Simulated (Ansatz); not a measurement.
Species: C$_{5}$H$_{4}$N (charge -1, singlet). It need not be the lowest isomer of its formula. Whether it binds its extra electron was not tested at this geometry. 
Geometry from a B3LYP-D3(BJ)/def2-TZVP (Ansatz, an electronic-structure program) optimisation:
SMILES: [c-]1ccccn1
```xyz
10

N      0.0121     0.0359     1.4348
C     -0.0108     0.0440    -1.3523
C      0.0178     1.2775     0.8121
C     -0.0035    -1.0945     0.7250
C     -0.0156    -1.1669    -0.6639
C      0.0055     1.2196    -0.6150
H     -0.0196     0.0567    -2.4431
H     -0.0068    -2.0256     1.3006
H     -0.0281    -2.1247    -1.1753
H      0.0092     2.1638    -1.1616
```
Charge -1, spin multiplicity 1.

Total electronic energies in hartree. Cores are frozen in the correlated levels unless marked. No spin-orbit coupling. Non-relativistic. 

The Hartree-Fock reference is unstable (checked in the largest basis), which strains HF and MP2. 

```csv
level,program,energy (Eh)
SVWN5/def2-TZVPD,Ansatz,-245.51729
BLYP/def2-TZVPD,Ansatz,-247.63208
r2SCAN/def2-TZVPD,Ansatz,-247.57480
B97M-V/def2-TZVPD,Ansatz,-247.72245
BHLYP-D4/def2-TZVPD,Ansatz + dftd4,-247.57382
r2SCANh-D4/def2-TZVPD,Ansatz + dftd4,-247.56333
r2SCAN0-D4/def2-TZVPD,Ansatz + dftd4,-247.54359
RI-MP2/cc-pVTZ,Ansatz,-247.09843
```

Totals of different functionals don't rank their quality; only differences between species are comparable.
